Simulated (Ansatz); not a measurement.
Computed with Ansatz on PBE0-D4/def2-TZVP structures; ΔE is electronic, products minus reactants. CCSD(T)/CBS is the MP2 limit (def2-TZVPP, def2-QZVPP) plus CCSD(T) − MP2 in def2-TZVPP, frozen cores. This one scheme is used for every species, atoms too. Functionals use def2-TZVPP. B3LYP here is the variant with VWN-RPA as its local correlation; programs differ in this. Open shells (•) are unrestricted, without spin–orbit coupling. Spin–orbit coupling would lower the free atoms: a little for Cl, Si.

Consider the atomization: `[SiH2][SiH2]Cl`• → Cl• + 4 H• + 2 Si•.

```json
{"level": "revPBE-D4", "ΔE (kcal/mol)": "448.3", "difference from CCSD(T)/CBS": "-8.9"}
{"level": "CAM-B3LYP-D4", "ΔE (kcal/mol)": "455.9", "difference from CCSD(T)/CBS": "-1.3"}
{"level": "ωB97M-V", "ΔE (kcal/mol)": "456.5", "difference from CCSD(T)/CBS": "-0.7"}
{"level": "PBE-QIDH", "ΔE (kcal/mol)": "452.5", "difference from CCSD(T)/CBS": "-4.7"}
{"level": "BLYP", "ΔE (kcal/mol)": "440.7", "difference from CCSD(T)/CBS": "-16.5"}
{"level": "B3LYP", "ΔE (kcal/mol)": "448.8", "difference from CCSD(T)/CBS": "-8.4"}
{"level": "r2SCAN0", "ΔE (kcal/mol)": "456.6", "difference from CCSD(T)/CBS": "-0.6"}
{"level": "MP2/def2-TZVPP", "ΔE (kcal/mol)": "442.5", "difference from CCSD(T)/CBS": "-14.7"}
{"level": "SCS-MP2/def2-QZVPP", "ΔE (kcal/mol)": "454.1", "difference from CCSD(T)/CBS": "-3.1"}
{"level": "CCSD/CBS(def2)", "ΔE (kcal/mol)": "452.5", "difference from CCSD(T)/CBS": "-4.7"}
{"level": "CCSD(T)/CBS", "ΔE (kcal/mol)": "457.2", "difference from CCSD(T)/CBS": "0"}
```

Largest T1 diagnostic among the species: 0.013.

From BLYP to BHLYP (50 % exact exchange), in def2-TZVPP and without D4, ΔE moves by +5.5 kcal/mol. Leaving LDA and LC-ωPBE aside and taking each functional with its dispersion term where it has one, the values, not all of them listed here, spread over 15.4 kcal/mol, from B2PLYP to B97M-V. LDA lies +55.0 kcal/mol from PBE without D4, its usual overbinding.

For atomizations the MP2-based limit and the directly extrapolated one differ by several kJ/mol either way, and by 10 to 25 for some Ge, Se and Sn compounds, so smaller differences from it don't rank the levels.
